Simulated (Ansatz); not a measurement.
Geometry optimisation, UKS B3LYP-D4/def2-SVP (Ansatz 0.2.0).

Input file:

```yaml
crystal:
  periodic: [false, false, false]
  atoms:
    - { symbol: Si, position_ang: [-0.816575, -0.165089, -0.440833] }
    - { symbol: F, position_ang: [1.87765, 0.947346, -1.090865] }
    - { symbol: H, position_ang: [-0.133024, -1.01307, -1.447555] }
    - { symbol: H, position_ang: [-2.207429, -0.688833, -0.258026] }
    - { symbol: H, position_ang: [-0.912848, 1.257137, -0.852164] }
    - { symbol: H, position_ang: [1.848528, 0.691352, -0.213891] }
    - { symbol: "N", position_ang: [0.162549, -0.224722, 1.06521] }
    - { symbol: H, position_ang: [0.354319, -1.165415, 1.408878] }
    - { symbol: H, position_ang: [-0.17307, 0.361394, 1.829246] }
magnetization:
  spin_polarized: true
basis:
  gaussian: { orbitals: def2-SVP }
hamiltonian:
  xc: b3lyp
  dispersion: d4
relax:
  f_tol: 0.03
  max_steps: 50
```

Command:

```bash
$ ansatz run input.yaml --threads 2 --pin off --max-ram 3072MiB --backend cpu --events-out ev --progress --plain --runs-dir out
```

Where does it end, and by what steps?

It converged. After 6 steps the energy has fallen by 0.247 eV; F2 moved furthest, 0.43 Å.

| step | energy less start (eV) | largest force component (eV/Å) | accepted |
| --- | --- | --- | --- |
| 0 | 0.0000 | 1.235 | yes |
| 1 | -0.1015 | 1.435 | yes |
| 2 | -0.2176 | 0.498 | yes |
| 3 | -0.2420 | 0.325 | yes |
| 4 | -0.2461 | 0.091 | yes |
| 5 | -0.2467 | 0.046 | yes |
| 6 | -0.2468 | 0.008 | yes |

```xyz
9
Properties=species:S:1:pos:R:3
Si -0.876 -0.173 -0.487
F 2.078 0.907 -0.711
H -0.271 -1.030 -1.537
H -2.216 -0.731 -0.124
H -1.050 1.231 -0.937
H 1.562 0.539 0.003
N 0.256 -0.146 0.880
H 0.521 -1.057 1.255
H -0.003 0.459 1.659
```

Whether the end is a true minimum wasn't checked by a vibrational analysis.

Time of the run: 15 s on 2 threads of Arm Neoverse V1, with other jobs on the host, peak memory 0.18 GiB.
